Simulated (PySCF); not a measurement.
Geometries of 5 isomers of C4H9N, from PySCF 2.14.0, PBE0-D3(BJ)/def2-SVP geometry optimisation, gas phase. One conformer each, no zero-point energy, no frequencies.

Question: Which isomer lies lowest at this level?
A.
```xyz
14
angstrom
C      1.746   -0.692    0.751
C      0.700   -0.490   -0.340
C      0.171    0.919   -0.353
N     -1.016    1.357   -0.307
C     -2.158    0.492   -0.235
H      2.209   -1.688    0.682
H      1.301   -0.595    1.753
H      2.552    0.056    0.675
H      1.162   -0.677   -1.326
H     -0.111   -1.226   -0.235
H      0.963    1.689   -0.407
H     -1.957   -0.592   -0.152
H     -2.779    0.794    0.624
H     -2.783    0.654   -1.129
```
B.
```xyz
14
angstrom
C      1.799   -1.061   -0.182
C      1.016   -0.023   -0.528
N     -0.314    0.163   -0.232
C     -0.838    1.502   -0.222
C     -0.968   -0.798    0.609
H      1.455   -1.884    0.445
H      2.825   -1.102   -0.551
H      1.436    0.783   -1.141
H     -0.348    2.099   -1.004
H     -0.688    2.025    0.745
H     -1.919    1.492   -0.435
H     -2.050   -0.604    0.621
H     -0.807   -1.815    0.218
H     -0.599   -0.778    1.656
```
C.
```xyz
14
angstrom
C      2.135   -0.245   -0.250
C      1.084   -0.897    0.598
N     -0.157   -0.654    0.661
C     -0.752    0.379   -0.161
C     -2.241    0.484    0.107
H      2.627   -1.002   -0.884
H      1.746    0.551   -0.896
H      2.925    0.178    0.392
H      1.455   -1.702    1.257
H     -0.581    0.165   -1.234
H     -0.268    1.356    0.031
H     -2.705    1.266   -0.513
H     -2.425    0.722    1.166
H     -2.739   -0.473   -0.106
```
D.
```xyz
14
angstrom
C     -1.515    0.661    0.430
C     -0.940   -0.585   -0.226
C      0.521   -0.425   -0.651
C      1.446   -0.225    0.515
N      2.267    0.719    0.718
H     -2.562    0.510    0.731
H     -0.945    0.943    1.329
H     -1.487    1.521   -0.258
H     -1.540   -0.855   -1.110
H     -1.022   -1.442    0.464
H      0.629    0.419   -1.354
H      0.843   -1.335   -1.189
H      1.387   -1.010    1.292
H      2.230    1.386   -0.063
```
E.
```xyz
14
angstrom
N      1.932    0.832    0.048
C      1.010   -0.135   -0.511
C     -0.100   -0.431    0.462
C     -1.415   -0.957   -0.021
C     -1.318    0.449    0.495
H      1.447    1.710    0.227
H      2.682    1.040   -0.607
H      1.566   -1.066   -0.718
H      0.548    0.166   -1.478
H      0.256   -0.797    1.431
H     -1.545   -1.096   -1.099
H     -1.933   -1.702    0.588
H     -1.379    1.261   -0.237
H     -1.769    0.684    1.463
```

Answer: D. That is `[H]/N=C\CCC`, 4.0 kcal/mol below the next.

| SMILES | atoms numbered as above | E (Eh) | relative (kcal/mol) | relative (kJ/mol) | dipole (D) |
| --- | --- | --- | --- | --- | --- |
| [H]/N=C\CCC | [H]/[N:5]=[CH:4]\[CH2:3][CH2:2][CH3:1] | -212.17234 | 0.0 | 0.0 | 2.49 |
| C/C=N\CC | [CH3:1]/[CH:2]=[N:3]\[CH2:4][CH3:5] | -212.16600 | 4.0 | 16.6 | 2.05 |
| CC/C=N\C | [CH3:1][CH2:2]/[CH:3]=[N:4]\[CH3:5] | -212.16316 | 5.8 | 24.1 | 1.91 |
| NCC1CC1 | [NH2:1][CH2:2][CH:3]1[CH2:4][CH2:5]1 | -212.15874 | 8.5 | 35.7 | 1.17 |
| C=CN(C)C | [CH2:1]=[CH:2][N:3]([CH3:4])[CH3:5] | -212.15767 | 9.2 | 38.5 | 1.64 |

As drawn, the lowest has a C=N bond and an N–H bond, which the highest lacks; the highest has a C=C bond outside aromatic rings, which the lowest lacks.
